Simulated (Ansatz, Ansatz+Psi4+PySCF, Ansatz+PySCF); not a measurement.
```xyz
6

N    -1.1508   -0.0439   -0.1026
O     1.1792   -0.0927   -0.0103
H    -1.3032   -0.5476    0.7666
H    -1.3389    0.9358    0.0919
H    -0.0307   -0.1538   -0.3532
H     1.2950    0.8147    0.2950
```

Basis set: cc-pVTZ (spherical functions). Correlated methods keep 2 orbitals frozen. Correlation on ROHF uses semicanonical orbitals with singles. Charge 0, multiplicity 2.

Computed with Ansatz (development build ahead of 0.2.0); each method stands on the lowest determinant of its kind that the runs found.

(1) Give the atomization energy at this shape (free ground-state atoms in the same class of orbitals less the molecule, no zero-point energy) of doublet H₄NO by UHF-CCSD(T), UHF-MP2, ROHF-MP2, ROHF.

Results:

(1)

```
     method  atomization energy
UHF-CCSD(T)            16.76 eV
    UHF-MP2            16.61 eV
   ROHF-MP2            16.53 eV
       ROHF            10.29 eV
```
